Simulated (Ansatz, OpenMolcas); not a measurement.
**CH2Cl2 (dichloromethane): the vertical ionisation energy from total energies**

The species is CH2Cl2 (5 atoms), meant as a singlet with charge 0. SMILES: `ClCCl`. The shape is that of a PBE0-D4/def2-TZVP optimisation.

Both states at this one shape; open shells run unrestricted unless said. 1 Eh = 27.2114 eV.

```tsv
level	program	singlet CH2Cl2 (Eh)	doublet [CH2Cl2]+ (Eh)
revPBE/aug-cc-pVDZ	OpenMolcas	-959.541551	-959.151006
PBE0/STO-3G	Ansatz	-948.891585	-948.512195
BCCD(T)/STO-3G, 11 core orbitals frozen	Ansatz	-947.804603	-947.438534
```

Q: Work out the vertical ionisation energy at each level.

A: 
1. revPBE/aug-cc-pVDZ: -959.151006 − (-959.541551) = 0.390545 Eh = 10.63 eV.
2. PBE0/STO-3G: -948.512195 − (-948.891585) = 0.379390 Eh = 10.32 eV.
3. BCCD(T)/STO-3G: -947.438534 − (-947.804603) = 0.366069 Eh = 9.96 eV.

No measured value is set beside it here; the levels span 9.96 to 10.63 eV. Minimal sets are far from the basis-set limit.
